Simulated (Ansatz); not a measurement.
# LiF: basis-set convergence

Aim: see how fast density functionals converge with the basis set for LiF.

Method: one geometry, several basis sets; program: Ansatz 0.2.0, Gaussian basis.

Levels to be run: PBE0-D4/def2-SVP; ωB97M-V/def2-SVP; PBE0-D4/def2-QZVPP; ωB97M-V/def2-QZVPP; the functionals' def2-TZVPP values are taken from earlier runs.

**1. The relaxed structure**

All runs share one geometry, relaxed beforehand with PBE0-D4 in a triple-zeta def2 set.

SMILES `[Li-6][F]`, 2 atoms, charge 0, spin multiplicity 1.

Atoms are counted from 1 here; the program's logs count them from 0.

Bond lengths: Li1–F2 1.559 Å.

**2. PBE0-D4 in def2-SVP**

Contents of in.yaml:

```yaml
crystal:
  periodic: [false, false, false]
  atoms:
    - {symbol: Li, position_ang: [0.000000, -0.000000, -1.171374]}
    - {symbol: F, position_ang: [-0.000000, 0.000000, 0.388064]}
basis:
  gaussian: {orbitals: def2-SVP}
hamiltonian: {xc: pbe0, dispersion: d4}
output: {orbitals: {seedname: orbitals}}
```

Run with:

```bash
> ansatz run in.yaml --threads 2 --pin off --events-out ev --progress --plain --max-ram 20480MiB --backend cpu
```

Further steps of the session: ωB97M-V in def2-SVP; PBE0-D4 in def2-QZVPP; ωB97M-V in def2-QZVPP.

Q: Predict the results of all the runs planned. Wanted: PBE0-D4: double and triple zeta above quadruple; ωB97M-V: double and triple zeta above quadruple.

**Answer**, as computed:

| quantity | value |
| --- | --- |
| PBE0-D4: double and triple zeta above quadruple | 3.96, 0.20 eV |
| ωB97M-V: double and triple zeta above quadruple | 4.04, 0.20 eV |

What this shows: PBE0-D4 gains 3.76 eV from double to triple zeta, then 0.20 eV more. These are total energies; as a rule much of such shifts cancels in differences, which this series doesn't test.
